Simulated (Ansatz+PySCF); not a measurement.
Two shapes of singlet C₄H₈.

Shape 1:

```xyz
12

C     1.0752    0.0000    0.1274
C     0.0000    1.0752   -0.1274
C    -1.0752    0.0000    0.1274
C     0.0000   -1.0752   -0.1274
H     1.4044    0.0000    1.1786
H     1.9711    0.0000   -0.5125
H     0.0000    1.4044   -1.1786
H     0.0000    1.9711    0.5125
H    -1.9711    0.0000   -0.5125
H    -1.4044    0.0000    1.1786
H     0.0000   -1.9711    0.5125
H     0.0000   -1.4044   -1.1786
```

Shape 2:

```xyz
12

C     1.1196   -0.0175    0.1123
C     0.0392    1.0714   -0.0966
C    -1.1170    0.0265    0.1200
C    -0.0088   -1.1030   -0.1680
H     1.4163    0.0348    1.2124
H     1.9716    0.0444   -0.5356
H     0.0237    1.4447   -1.1963
H    -0.0454    1.9566    0.4974
H    -1.9215    0.0061   -0.5150
H    -1.3736    0.0373    1.1661
H    -0.0411   -1.9898    0.5340
H     0.0258   -1.4081   -1.1360
```

Basis set: def2-SVP (spherical functions). Frozen core: 4 orbitals. Charge 0, multiplicity 1.

Computed with Ansatz (development build ahead of 0.2.0); each method stands on the lowest determinant of its kind that the runs found.

Task: Which shape is lower in energy, and by how much in each method?

Result:

```tsv
method	E(2) − E(1) (eV)
RHF	0.584
UHF	0.584
RHF-MP2	0.591
PBE (restricted)	0.566
r²SCAN (unrestricted)	0.565
```

Shape 1 is lower.
